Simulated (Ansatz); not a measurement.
# NH₂Cl (triplet): the correlation ladder at distance Cl1–H2 along a hydrogen transfer = 1.470 Å, cc-pVDZ

The task here is to estimate one member of a computed series from the others.

The runs use Ansatz 0.2.0, Gaussian basis; cc-pVDZ, core rule «outside noble gas», up to 6 orbitals frozen.

Plan: UHF; CCSD(T) on ROHF; CCSD(T) on UHF; BCCD(T) on ROHF; CISD; CCSDT(Q) on ROHF; CCSDT(Q) on UHF; CASSCF and MRCISD+Q, 4 electrons in 4 orbitals; CASSCF and NEVPT2, 4 electrons in 4 orbitals; CASSCF and MRCISD+Q, 14 electrons in 10 orbitals; CASSCF and NEVPT2, 14 electrons in 10 orbitals.

5 further runs of the same task are left out: 5 that didn't finish.

### What is computed

The geometry derives from fragments relaxed apart (PBE0/def2-TZVP) and kept rigid, so it is no stationary point. A hydrogen atom is moved between rigid fragments.

4 atoms, charge 0, spin multiplicity 3.

Atoms are counted from 1 here; the program's logs count them from 0.

Bond lengths: Cl1–H2 1.470 Å, H2–N3 1.183 Å, N3–H4 1.040 Å. Angles: Cl1–H2–N3 180.0°, H2–N3–H4 105.0°.

As a file:

```
Cl   -0.80789    0.01966    0.00000
H     0.66211    0.01966    0.00000
N     1.84511    0.01966    0.00000
H     2.11419   -0.98456    0.00000
```

The first run:

Contents of in.yaml:

```yaml
crystal:
  periodic: [false, false, false]
  atoms:
    - {symbol: Cl, position_ang: [-0.807892, 0.019664, 0.000000]}
    - {symbol: H, position_ang: [0.662108, 0.019664, 0.000000]}
    - {symbol: N, position_ang: [1.845108, 0.019664, 0.000000]}
    - {symbol: H, position_ang: [2.114189, -0.984563, 0.000000]}
basis:
  gaussian: {orbitals: cc-pVDZ}
magnetization: {spin_polarized: true, initial_magnetization: 2}
hamiltonian: {xc: hf}
output: {orbitals: {seedname: orbitals}}
```

On the command line:

```sh
$ ansatz run in.yaml --threads 1 --pin off --events-out ev --progress --plain --max-ram 2393MiB
```

Steps of the session up to this table: UHF; CCSD(T) on ROHF; CCSD(T) on UHF; BCCD(T) on ROHF; CISD; CCSDT(Q) on ROHF; CCSDT(Q) on UHF; CASSCF and MRCISD+Q, 4 electrons in 4 orbitals; CASSCF and NEVPT2, 4 electrons in 4 orbitals; CASSCF and MRCISD+Q, 14 electrons in 10 orbitals; CASSCF and NEVPT2, 14 electrons in 10 orbitals.

One of the session's tables, all rows but one given; the rest of the session is left out.

It belongs to the step «Misses and costs». 

| method | from UCCSDT(Q) (meV) |
| --- | --- |
| ROHF | +8837.7 |
| UHF | +8486.9 |
| RMP2 | +1176.9 |
| UMP2 | ? |
| CISD | +952.5 |
| RCCSD | +226.1 |
| UCCSD | +211.8 |
| RCCSD(T) | +40.3 |
| UCCSD(T) | +38.7 |
| BCCD(T) | +39.1 |
| RCCSDT | +17.9 |
| UCCSDT | +15.9 |
| RCCSDT(Q) | +1.5 |
| UCCSDT(Q) | 0 |
| CASSCF valence | +7230.0 |
| NEVPT2 valence | +1423.0 |
| MRCISD valence | +593.2 |
| MRCISD+Q valence | +40.2 |

**Question.** Estimate the row for UMP2.

As computed: from UCCSDT(Q) (meV): +1154.1. In the column «from UCCSDT(Q) (meV)» it lies between CISD (+952.5) and RMP2 (+1176.9).

Left out of the table: CASSCF pair, NEVPT2 pair, MRCISD pair, MRCISD+Q pair (the active space lost an orbital or holds another state than full CI finds).

To keep in mind: Restricted and unrestricted rows rest on different reference determinants; where their highest levels disagree by more than a few hundredths of an eV, they describe different states and don't form one ladder. Warnings in the runs' records: passed over end.
